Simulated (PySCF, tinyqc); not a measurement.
The basis set: RHF and MP2 along a ladder of basis sets, for BH, spin multiplicity 1. Computed by the program tinyqc with PySCF. Same geometry throughout; the dipole is taken about the origin.

Geometry (angstrom):
```
atom       x       y       z
B     0.0000  0.0000  0.0000
H     0.0000  0.0000  1.1330
```

RHF and frozen-core MP2 in a ladder of bases:
```
basis        functions  E(RHF) (hartree)  E(MP2 corr) (hartree)  HOMO (eV)  LUMO (eV)  dipole (debye)
sto-3g               6         -24.74919               -0.02715     -6.655      7.351           1.128
3-21g               11         -24.97269               -0.03635     -9.130      1.979           1.854
6-31g               11         -25.10470               -0.03650     -8.951      2.266           1.791
6-31g**             19         -25.11514               -0.05968     -9.063      2.316           1.753
cc-pvdz             19         -25.12043               -0.05975     -9.292      1.656           1.949
aug-cc-pvdz         32         -25.12189               -0.06162     -9.378      0.745           2.029
cc-pvtz             44         -25.12642               -0.07322     -9.373      1.378           1.984
```

What does the comparison show, and why?

From cc-pVDZ to cc-pVTZ the RHF energy falls by 6.0 mhartree and the correlation energy by 13.5. If valence correlation converges as X^-3, (27 E(T) - 8 E(D))/19 gives -0.0789 hartree, a rough estimate from such small X that usually falls short; STO-3G holds about 34 % of it. Beyond STO-3G the LUMO moves by 1.6 eV and the HOMO by 0.4 eV. The restricted reference is unstable here: a spin-polarised solution lies 0.0071 hartree lower (PySCF, cc-pVDZ), so results built on it describe a poor reference.
